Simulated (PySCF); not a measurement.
Saddle point of Si2H6O, closed shell (Si₂H₄ ([SiH][SiH3]) + H₂O → Si₂H₆O ([OH][SiH2][SiH3]); bonds formed: Si1–H3; dative contacts that become bonds: Si1–O4; bonds broken: H3–O4), PBE0-D4/def2-TZVP structure:

```
9
angstrom
Si -0.1750 1.0161 0.0623
Si 1.2138 -0.8306 0.4790
H -0.8435 1.5218 -1.3354
O -1.4086 0.3934 -1.2559
H -1.0442 1.0868 1.2855
H 0.4150 -2.0437 0.8159
H 2.0646 -1.1385 -0.7011
H 2.1055 -0.5101 1.6290
H -2.3275 0.5048 -0.9794
```

Energies are electronic, without zero-point energy. Barriers and step energies count from the start structure reached by relaxing down the imaginary mode; all methods use the PBE0-D4 structures, on which another method's saddle can fall below an end. PySCF 2.14 with density fitting (its default auxiliary sets; JK sets also for MP2 and CCSD(T)); basis: def2-TZVPP, with def2-QZVPP for the basis limit; cores frozen in the correlated methods. B3LYP uses VWN-RPA correlation. Extrapolation: Hartree–Fock as exp(−7.88 √X), correlation as X^−2.97.

```csv
method,barrier (kcal/mol),step energy (kcal/mol)
SPW92,?,-49.30
PBE-D4,?,-50.29
r2SCAN-D4,?,-56.40
PBE0-D4,21.96,-53.46
B3LYP-D4,22.32,-54.72
BHLYP-D4,27.62,-58.26
wB97M-V,25.50,-52.71
HF,35.54,-63.10
MP2,22.39,-57.79
CCSD,26.97,-56.13
CCSD(T),24.47,-55.04
```

Problem. Fill in the withheld barriers. (An estimate is asked for; the value comes from the calculation.)

Solution. Computed: SPW92 15.70; r2SCAN-D4 18.04; PBE-D4 17.37 kcal/mol. Each is the energy of the saddle less that of the start structure, by the same method.

For comparison, the barrier by CCSD(T) at an estimated basis limit (MP2 extrapolated from triple and quadruple zeta, plus CCSD(T) − MP2 in triple zeta) is 23.74 kcal/mol.

The T1 diagnostic stays at or below 0.016. The restricted Hartree–Fock reference is unstable towards an unrestricted one at one or more of these structures.

Losses and insertions of silylenes and their heavier kin drive the gas-phase chemistry of silicon and germanium vapour deposition.

Labels in which every atom is bracketed show which atoms are joined, not bond orders.

For scale, one of the runs: CCSD(T)/def2-TZVPP, 199 basis functions, launched by `OMP_NUM_THREADS=4 python run.py`. The run took 5.2 min on 4 CPU threads of an Arm Neoverse V1 (shared host), with 2.1 GiB of host memory at its peak.
